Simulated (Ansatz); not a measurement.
**S2F2 (Difluorodisulfane): where methods fail along a bond**

S2F2 has 4 atoms, charge 0, and is taken as a singlet. As SMILES, `FSSF`. The S3–S2 distance was set to 2.362 Å, away from the relaxed value.

```xyz
4

F    -2.1619    0.0602   -0.7335
S    -0.8458    1.0243   -0.7443
S     1.0450   -0.2764   -0.1847
F     1.2064   -0.2878    1.4387
```

The S2–S3 distance is scanned; the parts on either side stay rigid. Basis STO-3G, 12 core orbitals frozen in the correlated methods; program Ansatz 0.2.0. FCI is exact within this basis and core. Energies in eV from each method's value at 2.362 Å; methods without a U are spin-restricted; a dash marks a point that is missing or didn't converge. The shape above is that at 2.362 Å.

```tsv
distance (Å)	HF	PBE	B2PLYP	BCCD(T)	FCI
1.890	-0.45	0.30	0.11	0.22	0.24
2.362	0.00	0.00	0.00	0.00	0.00
2.835	2.38	1.21	1.47	1.01	0.99
3.780	5.33	2.74	2.69	1.36	1.46
4.724	6.17	3.05	2.23	–	1.47
```

Departure from the FCI curve at its largest: HF +4.70 eV at 4.72 Å; PBE +1.58 eV at 4.72 Å; B2PLYP +1.23 eV at 3.78 Å; BCCD(T) -0.10 eV at 3.78 Å. The curve of B2PLYP turns over, which the reference doesn't. Functionals converge differently with the basis, so for them the departure isn't an error alone. Restricted Hartree–Fock keeps the electrons paired, so it rises far too high as the bond breaks.
